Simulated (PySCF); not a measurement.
Structure with atom numbers: `[O:1]=[C:2]1[O:3][CH2:4][CH2:5][O:6]1`. Hydrogens are named by the atom that carries them.

GIAO PBE0/pcSseg-1 shifts (PySCF 2.14.0 with density-fitted response routines, gas phase, non-relativistic, equivalent atoms averaged), each against references optimised in the same way as the molecule (H2O, TMS).

On the GFN2-xTB geometry: O1 297.6, O3/O6 142.3, C2 159.4, C4/C5 65.2, H(C4)/H(C5) 4.50 ppm.

**Question.** What changes on the PBE0-D3(BJ)/def2-SVP geometry?

**Answer.** 
```csv
atoms,δ (ppm),change
O1,299.7,+2.1
O3/O6,146.8,+4.5
C2,156.9,-2.5
C4/C5,64.3,-0.9
H(C4)/H(C5),4.12,-0.38
```

Bonds between heavy atoms that differ most (equivalent bonds averaged): C4–C5 1.543 → 1.526 Å, C2–O3 1.345 → 1.350 Å. Mean change of bonds to hydrogen: C–H +0.007 Å.
